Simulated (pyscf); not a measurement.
Thermochemistry of product channels of :N–F (SMILES [N]F) [triplet] + H₃Si–SiH₃ (SMILES [SiH3][SiH3]) on the triplet surface, in kcal/mol, from CCSD(T)/def2-TZVPP + ΔMP2(QZVPP) energies (ideal gas, 1 atm, RRHO with modes under 100 cm⁻¹ raised to 100, one conformer, R ln 2 for chiral ones without a mode under 150 cm⁻¹). PySCF, gas phase, ωB97X-D3(BJ)/def2-SVP geometries. Correlated levels are frozen-core, on RHF or UHF. ΔMP2 is the change of the MP2 total energy from the triple- to the quadruple-zeta basis.

```csv
products,ΔE,ΔH(298 K),ΔG(298 K),ΔG(1200 K)
H₃Si–N•–SiH₃ (SMILES [SiH3][N][SiH3]) + F• (SMILES [F]),-11.2,-10.0,-9.0,-6.8
:N–SiH₃ (SMILES [N][SiH3]) [triplet] + F–SiH₃ (SMILES F[SiH3]),-67.1,-66.5,-66.7,-65.5
NH (SMILES [NH]) [triplet] + F–SiH₂–SiH₃ (SMILES F[SiH2][SiH3]),-61.2,-60.7,-61.1,-63.0
:N–SiH₂–SiH₃ (SMILES [N][SiH2][SiH3]) [triplet] + HF (SMILES F),-38.1,-37.0,-37.7,-40.8
H₄FNSi₂ (SMILES FN1[SiH2][SiH2]1) + H• (SMILES [H]) + H• (SMILES [H]),+75.2,+69.7,+66.0,+51.0
```

These are energies of the channels, which say nothing of barriers. H₃Si–N•–SiH₃ lies 19.5 kcal/mol over its isomer •H₂Si–NH–SiH₃ (electronic energy, ωB97M-D3(BJ)/def2-TZVP). :N–SiH₃ [triplet] lies 69.2 kcal/mol over its isomer H₂N–SiH: [singlet] (electronic energy, ωB97M-D3(BJ)/def2-TZVP). The CCSD(T) − MP2 part came from Ansatz, without density fitting, on the same reference. Left out: orbital degeneracy and the spin-orbit lowering of F.
